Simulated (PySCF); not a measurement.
C₄H₉N.
Z-matrix (Å and degrees, PBE0-D3(BJ)/def2-SVP geometry), rows numbered from 1:
```
C 
N   1  1.4428
C   2  1.4242  1  114.30
C   3  1.5011  2  117.43  1   -86.76
C   3  1.4977  2  117.70  1  -155.47
H   1  1.1020  2  109.67  3    63.29
H   1  1.1118  2  114.58  3   -57.08
H   1  1.1007  2  110.06  3  -178.84
H   2  1.0169  1  110.80  3   125.35
H   3  1.1049  2  117.46  1    57.96
H   4  1.0930  3  118.57  5  -108.58
H   4  1.0930  3  116.24  5   107.63
H   5  1.0928  3  116.20  4  -107.76
H   5  1.0930  3  118.45  4   108.76
```

The calculation used delta-SCF UKS SCAN, pcX-2 on the ionised atom, pcseg-1 elsewhere, spin-free X2C (PySCF 2.14.0). Every row has its own mixed basis.

```tsv
ionised atom	basis functions	E(ground) (Eh)	binding energy (eV)
C1	146	-212.51181	291.294
C3	146	-212.51443	291.174
C4	146	-212.51302	290.392
N2	146	-212.52346	404.775
```

**Question.** Fill in the total energy of each core-ionised state.

**Answer.** With binding energy = E(ionised) − E(ground) and 27.2114 eV a hartree:

| atom | binding energy (Eh) | E(ionised) (Eh) |
| --- | --- | --- |
| C1 | 10.7049 | -201.8069 |
| C3 | 10.7005 | -201.8140 |
| C4 | 10.6717 | -201.8413 |
| N2 | 14.8752 | -197.6483 |

**Question.** How much do the ground-state energies differ, and what would follow from using one of them for all holes?

**Answer.** They run from -212.5235 Eh (core basis on N2) to -212.5118 Eh (on C1), 0.0117 Eh or 0.32 eV apart, though the state is the same; only basis and grid differ. Pairing the ion of C1 with the ground state of N2 would put its binding energy 0.32 eV too high.

Lowest listed C 1s: C4/C5, bonded to 2 C and 2 H. Highest, 0.90 eV above it: C1, bonded to N and 3 H.

Only 1s holes are shown. One atom of each set of topologically equivalent atoms was ionised and stands for the set; in this conformer not all members are related by symmetry, and their own values weren't computed. One conformer (not necessarily the lowest) at the PBE0-D3(BJ)/def2-SVP geometry, without solvent, vibrations or thermal averaging.

On one thread, Arm Neoverse V1 (aarch64), no GPU, shared host with 32 logical CPUs at a one-minute load of 16, this took 31 s wall and 0.50 GiB of memory at its peak.
